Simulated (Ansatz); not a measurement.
Two shapes of singlet CH4O.

Shape 1:

```xyz
6

C     0.0003   -0.0363   -0.6415
O     0.0069   -0.0586    0.7461
H    -0.0024   -1.0748   -1.0185
H    -0.9048    0.4657   -1.0765
H     0.8935    0.4751   -1.0717
H     0.0059    0.8405    1.0793
```

Shape 2:

```xyz
6

C    -0.0099   -0.0206   -0.6280
O    -0.0608   -0.0736    0.7598
H    -0.0077   -1.0539   -1.0467
H    -0.8778    0.4685   -1.0031
H     0.8725    0.4384   -1.1209
H     0.0139    0.8547    1.0820
```

Basis set: STO-3G (spherical functions). Frozen core: 2 orbitals. Charge 0, multiplicity 1.

Computed with Ansatz (development build ahead of 0.2.0); each method stands on the lowest determinant of its kind that the runs found.

(1) Which shape is lower in energy, and by how much in each method?

## Answers

(1)

```
 method  E(2) − E(1) (eV)
    RHF             0.032
RHF-MP2             0.021
```

Shape 1 is lower.
